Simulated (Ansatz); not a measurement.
**AlClFH: molecular dynamics**

Aim: follow the molecule's vibrations and see whether its bonds hold. The start is relaxed first. Runs: 300 steps of 0.5 fs at constant energy, with velocities drawn for 700 K.

Program: Ansatz 0.2.0. Level of theory: RKS B3LYP-D4/def2-SVP. These are calculated values, not measurements.

### Step 1. The structure to begin with

Bond lengths: Al1–F2 1.690 Å, Al1–Cl3 2.230 Å, Al1–H4 1.560 Å. Angles: F2–Al1–Cl3 120.0°, F2–Al1–H4 120.0°, Cl3–Al1–H4 120.0°.

As a file:

```xyz
4

Al    0.0000    0.0000    0.0000
F     0.0000    0.0000    1.6900
Cl    1.9312    0.0000   -1.1150
H    -1.3510    0.0000   -0.7800
```

### Step 2. Relaxing the start

The input, input.yaml:

```yaml
crystal:
  periodic: [false, false, false]
  atoms:
    - { symbol: Al, position_ang: [0.0, 0.0, 0.0] }
    - { symbol: F, position_ang: [0.0, 0.0, 1.69] }
    - { symbol: Cl, position_ang: [1.9312, 0.0, -1.115] }
    - { symbol: H, position_ang: [-1.351, 0.0, -0.78] }
basis:
  gaussian: { orbitals: def2-SVP }
hamiltonian:
  xc: b3lyp
  dispersion: d4
relax:
  f_tol: 0.02
  max_steps: 40
output:
  orbitals: {}
```

Command:

```bash
ansatz run input.yaml --threads 1 --pin off --max-ram 2048MiB --backend cpu --events-out ev --progress --plain --runs-dir out
```

What it wrote, cut to the lines that bear on the results:

```text
Warning: RAYON_NUM_THREADS=1 ignored (pool sized by the plan → 1); use --threads N
[...]
Functional definition: B3LYP
[...]
533 factors; integrals over basis functions are off by at most 3.6e-4 eV
[...]
mean field -21849.02910063 eV, -802.9370096443 hartree, gradient 1.3e-5 eV, S^2 0.000000; 0 other end points of the search recorded, 0 dependent functions left out
[...]
reference -21849.02931402 eV, -802.9370174862 hartree; 20, 20 occupied and 35, 35 virtual orbitals, 533 factors
relax step   1: F+E_penalty+E_count = -21849.12870346 eV  Δ(F+E_penalty+E_count) = +0.000e0 eV  max|allowed force component| = 1.523e0 eV/Å  Δτ_max = 0.0000 Å  (26 SCF iters, accepted)
[...]
relax step   4: F+E_penalty+E_count = -21849.28686360 eV  Δ(F+E_penalty+E_count) = -1.126e-3 eV  max|allowed force component| = 4.276e-2 eV/Å  Δτ_max = 0.0069 Å  (22 SCF iters, accepted)
[...]
relax step   5: F+E_penalty+E_count = -21849.28688835 eV  Δ(F+E_penalty+E_count) = -2.475e-5 eV  max|allowed force component| = 1.938e-3 eV/Å  Δτ_max = 0.0007 Å  (20 SCF iters, accepted)
533 factors; integrals over basis functions are off by at most 3.4e-4 eV
mean field -21849.18433592 eV, -802.9427144358 hartree, gradient 5.8e-5 eV, S^2 0.000000; 1 other end points of the search recorded, 0 dependent functions left out
[...]
reference -21849.18454687 eV, -802.9427221882 hartree; 20, 20 occupied and 35, 35 virtual orbitals, 533 factors
Total energy: -21849.28709930 eV, -802.9464909206 hartree
Atom 0 at     0.019823     0.000000    -0.029801 Å, force    -0.000266     0.000000     0.001938 eV/Å
Atom 1 at     0.051993    -0.000000     1.630108 Å, force     0.000494    -0.000000    -0.000657 eV/Å
Atom 2 at     1.859224    -0.000000    -1.027374 Å, force    -0.000168    -0.000000    -0.000219 eV/Å
Atom 3 at    -1.350839    -0.000000    -0.777933 Å, force    -0.000060    -0.000000    -0.001062 eV/Å
Dipole moment:    -0.192413     0.000000    -0.175051 e Å
```

Run time: 9.4 s. Hardware: 1 thread of Arm Neoverse V1, shared host; peak memory 0.12 GiB.

Relaxation path:

| step | energy from step 1 (eV) | largest force component (eV/Å) |
| --- | --- | --- |
| 1 | 0.0000 | 1.5226 |
| 2 | -0.1461 | 0.5164 |
| 3 | -0.1570 | 0.2452 |
| 4 | -0.1582 | 0.0428 |
| 5 | -0.1582 | 0.0019 |

Step 1 is the start.

After: Bond lengths: Al1–F2 1.660 Å, Al1–Cl3 2.092 Å, Al1–H4 1.562 Å. Angles: F2–Al1–Cl3 117.4°, F2–Al1–H4 119.7°, Cl3–Al1–H4 122.9°.

### Step 3. The run

300 steps of 0.5 fs at constant energy, with velocities drawn for 700 K, from the relaxed start. H is given a mass of 2.014 u.

The input, input.yaml:

```yaml
crystal:
  periodic: [false, false, false]
  atoms:
    - { symbol: Al, position_ang: [0.019823, 0.0, -0.029801] }
    - { symbol: F, position_ang: [0.051993, 0.0, 1.630108] }
    - { symbol: Cl, position_ang: [1.859224, 0.0, -1.027374] }
    - { symbol: H, position_ang: [-1.350839, 0.0, -0.777933] }
basis:
  gaussian: { orbitals: def2-SVP }
hamiltonian:
  xc: b3lyp
  dispersion: d4
md:
  timestep: 0.5
  n_steps: 300
  ensemble: nve
  temperature: 700.0
  initial_velocities: maxwell_boltzmann
  seed: 442635
  masses: [{ species: H, mass: 2.014 }]
```

Command:

```bash
ansatz run input.yaml --threads 1 --pin off --max-ram 2048MiB --backend cpu --events-out ev --progress --plain --runs-dir out
```

What it wrote, cut to the lines that bear on the results:

```text
Warning: RAYON_NUM_THREADS=1 ignored (pool sized by the plan → 1); use --threads N
[...]
[... 1 set-up line as earlier in the session ...]
[...]
529 factors; integrals over basis functions are off by at most 4.3e-4 eV
[...]
mean field -21849.18433515 eV, -802.9427144076 hartree, gradient 1.0e-5 eV, S^2 0.000000; 0 other end points of the search recorded, 0 dependent functions left out
[...]
reference -21849.18454597 eV, -802.9427221551 hartree; 20, 20 occupied and 35, 35 virtual orbitals, 529 factors
md step     0: t =     0.00 fs  T =   700.0 K  F+E_penalty+E_count = -21849.28688759 eV  E_kin = 0.180964 eV  conserved = -21849.10592359 eV  (26 SCF iters)
[...]
md step    20: t =    10.00 fs  T =   258.8 K  F+E_penalty+E_count = -21849.17274512 eV  E_kin = 0.066910 eV  conserved = -21849.10583520 eV  (22 SCF iters)
[...]
md step    40: t =    20.00 fs  T =   109.4 K  F+E_penalty+E_count = -21849.13412368 eV  E_kin = 0.028291 eV  conserved = -21849.10583229 eV  (22 SCF iters)
[...]
md step    60: t =    30.00 fs  T =   426.0 K  F+E_penalty+E_count = -21849.21598557 eV  E_kin = 0.110125 eV  conserved = -21849.10586015 eV  (21 SCF iters)
[...]
md step    80: t =    40.00 fs  T =   585.0 K  F+E_penalty+E_count = -21849.25713824 eV  E_kin = 0.151228 eV  conserved = -21849.10591040 eV  (22 SCF iters)
md step    81: t =    40.50 fs  T =   563.4 K  F+E_penalty+E_count = -21849.25154125 eV  E_kin = 0.145638 eV  conserved = -21849.10590303 eV  (21 SCF iters)
```

### Step 4. More of the same log: dynamics from the start

The log, continued, cut to the lines that bear on the results:

```text
md step    82: t =    41.00 fs  T =   539.3 K  F+E_penalty+E_count = -21849.24531573 eV  E_kin = 0.139421 eV  conserved = -21849.10589481 eV  (21 SCF iters)
[...]
md step   107: t =    53.50 fs  T =   128.8 K  F+E_penalty+E_count = -21849.13914486 eV  E_kin = 0.033308 eV  conserved = -21849.10583691 eV  (21 SCF iters)
[...]
md step   132: t =    66.00 fs  T =   433.7 K  F+E_penalty+E_count = -21849.21798036 eV  E_kin = 0.112123 eV  conserved = -21849.10585742 eV  (21 SCF iters)
[...]
md step   157: t =    78.50 fs  T =   410.1 K  F+E_penalty+E_count = -21849.21187800 eV  E_kin = 0.106012 eV  conserved = -21849.10586600 eV  (21 SCF iters)
[...]
md step   182: t =    91.00 fs  T =   199.3 K  F+E_penalty+E_count = -21849.15735677 eV  E_kin = 0.051517 eV  conserved = -21849.10583951 eV  (22 SCF iters)
md step   183: t =    91.50 fs  T =   214.6 K  F+E_penalty+E_count = -21849.16132424 eV  E_kin = 0.055475 eV  conserved = -21849.10584903 eV  (22 SCF iters)
md step   184: t =    92.00 fs  T =   231.0 K  F+E_penalty+E_count = -21849.16557759 eV  E_kin = 0.059719 eV  conserved = -21849.10585884 eV  (22 SCF iters)
```

### Step 5. More of the same log: dynamics from the start

The log, continued, cut to the lines that bear on the results:

```text
md step   185: t =    92.50 fs  T =   247.9 K  F+E_penalty+E_count = -21849.16996277 eV  E_kin = 0.064094 eV  conserved = -21849.10586828 eV  (22 SCF iters)
[...]
md step   206: t =   103.00 fs  T =   460.2 K  F+E_penalty+E_count = -21849.22482356 eV  E_kin = 0.118960 eV  conserved = -21849.10586390 eV  (22 SCF iters)
[...]
md step   227: t =   113.50 fs  T =   400.3 K  F+E_penalty+E_count = -21849.20934848 eV  E_kin = 0.103489 eV  conserved = -21849.10585930 eV  (21 SCF iters)
[...]
md step   248: t =   124.00 fs  T =   112.3 K  F+E_penalty+E_count = -21849.13484697 eV  E_kin = 0.029035 eV  conserved = -21849.10581213 eV  (23 SCF iters)
[...]
md step   299: t =   149.50 fs  T =   400.9 K  F+E_penalty+E_count = -21849.20951689 eV  E_kin = 0.103646 eV  conserved = -21849.10587050 eV  (22 SCF iters)
[...]
md step   300: t =   150.00 fs  T =   392.4 K  F+E_penalty+E_count = -21849.20730888 eV  E_kin = 0.101433 eV  conserved = -21849.10587541 eV  (26 SCF iters)
Total energy: -21849.20751865 eV, -802.9435663857 hartree
Atom 0 at     0.029664    -0.027222    -0.026763 Å, force    -0.435568     0.470810     0.038720 eV/Å
Atom 1 at     0.056606    -0.004419     1.647360 Å, force    -0.161818    -0.136156    -0.495808 eV/Å
Atom 2 at     1.842654     0.013063    -1.027651 Å, force     0.491441    -0.124047    -0.088454 eV/Å
Atom 3 at    -1.234539     0.176441    -0.976501 Å, force     0.105945    -0.210607     0.545542 eV/Å
Dipole moment:    -0.217489    -0.089449    -0.124995 e Å
```

Wall time 6.8 min (1 thread of Arm Neoverse V1, shared host); peak memory 0.099 GiB.

### Step 6. Frames and traces

The trajectory, every 16 steps (energies from step 0):

| time (fs) | T (K) | potential energy change (meV/atom) | total energy change (meV/atom) |
| --- | --- | --- | --- |
| 0.0 | 700 | 0.0 | 0.00 |
| 8.0 | 353 | 22.4 | 0.02 |
| 16.0 | 117 | 37.7 | 0.02 |
| 24.0 | 210 | 31.7 | 0.02 |
| 32.0 | 507 | 12.5 | 0.01 |
| 40.0 | 585 | 7.4 | 0.00 |
| 48.0 | 196 | 32.6 | 0.02 |
| 56.0 | 164 | 34.6 | 0.02 |
| 64.0 | 376 | 20.9 | 0.02 |
| 72.0 | 555 | 9.4 | 0.01 |
| 80.0 | 364 | 21.7 | 0.01 |
| 88.0 | 157 | 35.1 | 0.03 |
| 96.0 | 343 | 23.1 | 0.01 |
| 104.0 | 487 | 13.8 | 0.01 |
| 112.0 | 448 | 16.3 | 0.01 |
| 120.0 | 188 | 33.1 | 0.02 |
| 128.0 | 212 | 31.6 | 0.02 |
| 136.0 | 459 | 15.6 | 0.02 |
| 144.0 | 506 | 12.6 | 0.01 |
| 150.0 | 392 | 19.9 | 0.01 |

time (fs), T (K) and a bar:
```
      0.0        700 ##############################
      6.5        440 #################
     13.0        169 ###
     19.5        104 
     26.0        279 #########
     32.5        527 #####################
     39.0        619 ##########################
     45.5        295 ##########
     52.0        127 #
     58.5        227 ######
     65.0        404 ###############
     71.5        555 #######################
     78.5        410 ###############
     85.0        212 #####
     91.5        215 ######
     98.0        370 #############
    104.5        500 ####################
    111.0        480 ###################
    117.5        275 #########
    124.0        112 
    130.5        310 ##########
    137.0        482 ###################
    143.5        515 #####################
    150.0        392 ###############
```

Maxima of the velocity power spectrum (cm⁻¹, relative height; resolution about 440 cm⁻¹): 440 (100).

### Step 7. Frames from the trajectory

Extended XYZ, with forces in eV/Å:

```xyz
4
time_fs=19.0 T=101 dE=0.1549
Al    0.010    0.029   -0.032    0.463   -0.361    0.273
F     0.089   -0.015    1.637   -0.361    0.129   -0.391
Cl    1.834   -0.006   -1.014    0.613    0.124   -0.103
H    -1.122   -0.141   -1.060   -0.715    0.107    0.221
4
time_fs=37.5 T=644 dE=0.0144
Al    0.012    0.014   -0.045   -0.281   -0.206    0.172
F     0.074   -0.010    1.613   -0.011    0.069    0.071
Cl    1.856   -0.002   -1.010    0.106    0.053   -0.182
H    -1.408   -0.070   -0.715    0.186    0.084   -0.061
4
time_fs=56.0 T=164 dE=0.1385
Al   -0.007   -0.022   -0.046   -0.036    0.363    0.114
F     0.058    0.006    1.609    0.248   -0.124    0.240
Cl    1.887    0.007   -1.021   -0.721   -0.086    0.099
H    -1.535    0.124   -0.469    0.509   -0.152   -0.454
4
time_fs=75.0 T=512 dE=0.0485
Al    0.002   -0.022   -0.029    0.089    0.369   -0.266
F     0.073    0.002    1.639   -0.206   -0.106   -0.338
Cl    1.859    0.008   -1.024   -0.124   -0.098    0.120
H    -1.308    0.130   -0.928    0.241   -0.165    0.484
4
time_fs=94.0 T=296 dE=0.1044
Al    0.045    0.017   -0.024   -0.561   -0.211   -0.051
F     0.059   -0.020    1.630   -0.174    0.069    0.103
Cl    1.825    0.001   -1.019    1.124    0.064   -0.365
H    -1.162   -0.069   -1.003   -0.389    0.077    0.313
4
time_fs=112.5 T=432 dE=0.0693
Al    0.026    0.031   -0.031    0.348   -0.386    0.551
F     0.022   -0.029    1.635    0.263    0.160   -0.103
Cl    1.873    0.000   -1.040   -0.279    0.113    0.082
H    -1.393   -0.134   -0.585   -0.332    0.113   -0.530
4
time_fs=131.0 T=328 dE=0.0962
Al   -0.009    0.000   -0.017    0.829    0.028   -0.277
F     0.023   -0.016    1.642    0.223   -0.012    0.081
Cl    1.904    0.007   -1.055   -1.185   -0.009    0.537
H    -1.468    0.024   -0.576    0.133   -0.007   -0.341
4
time_fs=150.0 T=392 dE=0.0796
Al    0.030   -0.027   -0.027   -0.436    0.471    0.039
F     0.057   -0.004    1.647   -0.162   -0.136   -0.496
Cl    1.843    0.013   -1.028    0.491   -0.124   -0.088
H    -1.234    0.176   -0.977    0.106   -0.211    0.545
```

### Step 8. Summary of results

| quantity | value |
| --- | --- |
| relaxation of the start | 4 moves, 0.158 eV lower |
| length | 300 steps of 0.5 fs |
| temperature, first and last step | 700 and 392 K |
| temperature, second half | mean 357 K, from 112 to 542 K |
| potential energy, second half | +22 meV/atom from the start |
| largest change of the total energy | 0.03 meV/atom |
| bonds formed or broken | 0 |

The temperature starts at 700 K and averages 357 K in the second half, where it ranges from 112 to 542 K; a mean near half the start is what vibrations about a minimum give, since they share energy equally between motion and strain. The total energy strays from its start by at most 0.03 meV/atom, 0.1 % of the mean kinetic energy, which is good for a step of 0.5 fs. The bonding pattern survives the run. 150 fs on 4 atoms is far too short and small for converged averages. The nuclei move classically, without zero-point motion, which matters most for hydrogen.
